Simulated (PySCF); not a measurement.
Species: C₃H₅Cl.
InChI=1S/C3H5Cl/c4-3-1-2-3/h3H,1-2H2

The closed-shell ground state was solved at several levels (PySCF, density fitting, gas phase, non-relativistic). Isolated species at its PBE0-D3(BJ)/def2-SVP geometry, gas phase.

```csv
level,basis functions,HOMO (eV),LUMO (eV),gap (eV),dipole (D)
"PBE0/6-311+G(2d,p)",146,-7.82,0.40,8.22,1.98
CAM-B3LYP/def2-SVPD,127,-9.25,1.50,10.75,2.03
PBE0/pcSseg-1,100,-7.83,0.89,8.72,1.97
CAM-B3LYP/pcSseg-2,221,-9.20,1.31,10.51,2.00
KT2/pcSseg-2,221,-6.56,-0.42,6.14,1.94
LC-wPBE/pcSseg-2,221,-10.59,2.42,13.01,2.01
B3LYP/6-31G*,70,-7.36,0.90,8.26,1.98
BHandHLYP/pcSseg-2,221,-9.02,1.15,10.17,2.04
```

Q: Estimate the row for wB97X-D/pcSseg-2, a basis of 221 functions; the other rows only guide the guess.

A: HOMO -9.69 eV, LUMO 2.34 eV, gap 12.03 eV, dipole 2.02 D.

Q: Over all these levels, which gives the widest orbital gap and which the narrowest?

A: LC-wPBE/pcSseg-2 (range-separated hybrid) has the widest, 13.01 eV, and KT2/pcSseg-2 (GGA) the narrowest, 6.14 eV. The two share the basis. From the narrowest to the widest the HOMO moves by -4.03 eV and the LUMO by +2.84 eV.

Q: How far do the dipole and the HOMO energy spread over the levels?

A: The dipole runs from 1.94 to 2.04 D (mean 2.00 D) and the HOMO from -10.59 to -6.56 eV.
